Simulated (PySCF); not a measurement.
# Reproducing measurements on C2H4ClF

**What was measured.**

NIST CCCBDB Release 22 (SRD 101), experimental polarizabilities lists, for the gas: mean polarisability 6.499 Å³.

The runs below try to reproduce these values; the comparison stands at the end.

C2H4ClF.
Numbering: `[F:1][CH2:2][CH2:3][Cl:4]` (hydrogens: H5, H6 on C2; H7, H8 on C3)

Cartesian coordinates in Å at the GFN2-xTB level; atoms count from 1:
```
atom  x, y, z in Å
F1    -1.6001   -0.8268    0.2117
C2    -0.7381    0.2284    0.0544
C3     0.6841   -0.3012   -0.0493
Cl4    1.8019    1.0647   -0.2586
H5    -1.0369    0.7569   -0.8565
H6    -0.8607    0.8788    0.9263
H7     0.7910   -0.9590   -0.9122
H8     0.9678   -0.8324    0.8596
```

Runs made with PySCF (gas phase, on this GFN2-xTB geometry; no spin–orbit coupling):

```
            level                                                                job  basis functions  wall time
wB97X-D/def2-SVPD  8 singlets by full TDDFT, 3 Tamm–Dancoff triplets, polarisability              122      5.7 s
```

Hardware: one thread of an x86-64 server, no GPU, on a shared host.

**Comparison with experiment**

**Mean polarisability.** Measured: 6.499 Å³ (NIST CCCBDB Release 22 (SRD 101), experimental polarizabilities).

| level | computed (Å³) | computed − measured (Å³) | % (from the printed values) |
| --- | --- | --- | --- |
| wB97X-D/def2-SVPD | 6.062 | -0.437 | -7 |

The computed values are static and purely electronic, with core orbitals frozen in the response (1 au = 0.148185 Å³). The table of measured values doesn't say here whether a value is static or optical, or holds a vibrational part. The measurement averages over conformers, the calculation has one.

The geometry is computed, not the measured one. Where a level misses, the cause wasn't examined.
